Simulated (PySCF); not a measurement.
## Reproducing measurements on 2-methyl-1-buten-3-yne

**The experiment to reproduce.**

From NIST CCCBDB Release 22 (SRD 101), experimental dipoles, for the gas: dipole moment 0.512 D.

The results are set against them at the end.

2-methyl-1-buten-3-yne, C5H6.
SMILES with atom numbers: `[CH:1]#[C:2][C:3](=[CH2:4])[CH3:5]` (hydrogens: H6 on C1; H7, H8 on C4; H9, H10, H11 on C5)

Geometry (PBE0-D3(BJ)/def2-TZVP, Å), atoms numbered from 1 in this order:
```xyz
11
C5H6 angstrom
C      1.853   -1.355   -0.917
C      1.036   -0.653   -0.381
C      0.020    0.155    0.208
C      0.292    0.949    1.247
C     -1.343    0.052   -0.408
H      2.594   -1.967   -1.373
H     -0.483    1.562    1.692
H      1.287    1.002    1.670
H     -1.310    0.331   -1.464
H     -2.051    0.703    0.107
H     -1.709   -0.976   -0.360
```

The PySCF runs (gas phase, on this PBE0-D3(BJ)/def2-TZVP geometry; no spin–orbit coupling):

| level | job | basis functions | wall time |
| --- | --- | --- | --- |
| PBE0-D3(BJ)/def2-TZVP, grid level 2 | geometry optimisation from a GFN2-xTB start | 191 | 19 s |

Hardware: one thread, AMD EPYC 9R14 (x86_64), no GPU, shared host.

**Comparison with experiment**

**Dipole moment.** Measured: 0.512 D (NIST CCCBDB Release 22 (SRD 101), experimental dipoles).

```
                level  computed (D)  computed − measured (D)  % (from the printed values)
PBE0-D3(BJ)/def2-TZVP         0.542                   +0.030                           +6
```

The computed dipoles belong to one fixed geometry; measured ones are averaged over vibrations unless marked μe. Magnitudes are compared, not signs.

No measured geometry was used, and the causes of the misses weren't examined.
